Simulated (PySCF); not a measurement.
The same gas-phase reaction for C, Si, Ge, Sn:
- CH2Cl2 + Cl2 → CCl4 + 2 H
- SiH2Cl2 + Cl2 → SiCl4 + 2 H
- GeH2Cl2 + Cl2 → GeCl4 + 2 H
- SnH2Cl2 + Cl2 → SnCl4 + 2 H

Method: PySCF energies plus ideal-gas RRHO corrections (1 bar). † marks an energy on the PBE0/def2-TZVP geometry and frequencies; other levels use their own. MP2 freezes the core. Open shells (unrestricted): H (multiplicity 2); the rest are closed-shell singlets. B3LYP is the form with VWN-RPA correlation. Sn: scalar-relativistic def2 core potential, no spin-orbit coupling. Ge: all electrons, no relativistic terms. SnH2Cl2: computed as isolated molecules; such fragments, hydroxides, amides, oligomers or adducts are transient or little studied in the gas. MP2 isn't extrapolated to the basis-set limit.

ΔH°(298 K) in kJ, by level:

```json
[
 {"level": "ωB97M-V/def2-TZVP†", "C": "430.6", "Si": "83.6", "Ge": "?", "Sn": "121.9"},
 {"level": "MP2/def2-SVP†", "C": "353.4", "Si": "19.4", "Ge": "?", "Sn": "41.8"},
 {"level": "PBE0/def2-QZVP†", "C": "431.1", "Si": "84.6", "Ge": "139.9", "Sn": "115.8"},
 {"level": "PBE/def2-SVP", "C": "393.4", "Si": "75.7", "Ge": "?", "Sn": "103.8"},
 {"level": "B3LYP/def2-TZVP†", "C": "463.1", "Si": "121.1", "Ge": "?", "Sn": "143.2"},
 {"level": "LDA/def2-TZVP†", "C": "432.1", "Si": "111.9", "Ge": "?", "Sn": "164.0"}
]
```

Problem. Some entries are withheld; supply them.

Solution. 
- ωB97M-V/def2-TZVP†, Ge: 141.1
- MP2/def2-SVP†, Ge: 64.1
- PBE/def2-SVP, Ge: 122.7
- B3LYP/def2-TZVP†, Ge: 169.1
- LDA/def2-TZVP†, Ge: 176.0
